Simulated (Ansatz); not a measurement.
SiNH2F (SMILES N[Si]F): the energy, rung by rung

The species is SiNH2F (5 atoms), meant as a singlet with charge 0. As SMILES, `N[Si]F`. The shape is that of a PBE0-D4/def2-TZVP optimisation. This is one conformer, not always the lowest.

| atom | x (Å) | y (Å) | z (Å) |
| --- | --- | --- | --- |
| N | -0.4213 | 0.2401 | -0.3311 |
| Si | 0.1361 | -1.1336 | 0.5051 |
| F | 1.5654 | -0.5488 | 1.0015 |
| H | 0.0854 | 1.1096 | -0.4209 |
| H | -1.3157 | 0.2591 | -0.7960 |

Quantity: the energy change with the N1–H4 bond stretched from 1.010 to 2.526 Å, in eV. The values are calculated.

| level | kind | program | value (eV) | less FCI/STO-3G | CPU time (all runs) |
| --- | --- | --- | --- | --- | --- |
| HF/STO-3G (restricted) | Hartree–Fock | Ansatz | 10.02 | +5.19 | 0.23 s |
| PBE/STO-3G (restricted) | GGA | Ansatz | 5.97 | +1.14 | 3.2 s |
| r2SCAN/STO-3G (restricted) | meta-GGA | Ansatz | 6.47 | +1.64 | 7.5 s |
| r2SCAN0/STO-3G (restricted) | hybrid meta-GGA | Ansatz | 7.50 | +2.67 | 5.7 s |
| wB97X/STO-3G (restricted) | range-separated hybrid | Ansatz | 7.96 | +3.13 | 11 s |
| B2PLYP/STO-3G (restricted) | double hybrid | Ansatz | 6.63 | +1.80 | 4.4 s |
| MP2/STO-3G (restricted) | perturbation theory | Ansatz | 6.58 | +1.75 | 0.31 s |
| BCCD(T)/STO-3G (restricted) | coupled cluster or CI | Ansatz | 4.84 | +0.01 | 0.46 s |
| FCI/STO-3G | exact in the basis | Ansatz | 4.83 | 0.00 | 47 s |

FCI/STO-3G is exact within its basis and frozen core, so for wave-function methods in that basis the difference is their error; functionals converge differently with the basis, so for them it is only a difference. Spin-restricted single references rise too steeply as a bond breaks, Hartree–Fock most of all. Perturbation and coupled-cluster corrections on them can overshoot downwards. The first shape isn't each level's own minimum. The values span 4.83 to 10.02 eV. All rows use very small basis sets, so even the best lies far from the true value. Times are those of the runs behind each value, whatever else they computed, on shared processors of several kinds: orders of magnitude only.
